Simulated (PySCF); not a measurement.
`N(/[H])=C/CF`, C₂H₄FN

Geometry:
| atom | x (Å) | y (Å) | z (Å) |
| --- | --- | --- | --- |
| N1 | 1.644 | 0.086 | -0.166 |
| C2 | 0.499 | 0.579 | -0.122 |
| C3 | -0.812 | -0.135 | 0.090 |
| F4 | -0.622 | -1.485 | 0.237 |
| H5 | 1.681 | -0.927 | -0.041 |
| H6 | 0.399 | 1.654 | -0.248 |
| H7 | -1.306 | 0.228 | 0.999 |
| H8 | -1.474 | 0.011 | -0.772 |

Computed, not measured: GIAO BHandHLYP/pcSseg-1 magnetisability, rotational g tensor and spin-rotation constants, non-relativistic, gas phase in PySCF 2.14.0. Geometry: GFN2-xTB.

Give the nuclear spin-rotation constants along the inertial axes (H = +C I·J) beside the isotropic shieldings.

Rotational constants 18.6453, 6.0857, 4.7271 GHz. A star marks the isotopologue with that one atom substituted, in its own axes.
| atom | isotope | Caa (kHz) | Cbb (kHz) | Ccc (kHz) | mean (kHz) | σ (ppm) |
| --- | --- | --- | --- | --- | --- | --- |
| N1 | 14N | 3.707 | 2.081 | 0.059 | 1.949 | -92.8 |
| F4 | 19F | 0.258 | 2.175 | -0.207 | 0.742 | 453.1 |
| H5 | 1H | -0.970 | 0.852 | -0.560 | -0.226 | 20.1 |
| H6 | 1H | -0.897 | 0.347 | -0.486 | -0.345 | 24.3 |
| H7 | 1H | -1.446 | -0.474 | 0.046 | -0.625 | 27.0 |
| H8 | 1H | -1.440 | -0.471 | 0.042 | -0.623 | 27.0 |
| C2 | 13C* | 8.825 | 2.682 | 0.931 | 4.146 | 16.8 |
| C3 | 13C* | 4.582 | 1.299 | 1.240 | 2.374 | 101.3 |

For the geometry as given, no vibrational averaging.

How do the rotational constants and the g tensor change when H5, H6, H7, H8 are replaced by deuterium?

Constants 14.1446, 5.6464, 4.2552 GHz; g -0.0724, -0.0620, -0.0174, against -0.0929, -0.0673, -0.0191 before.
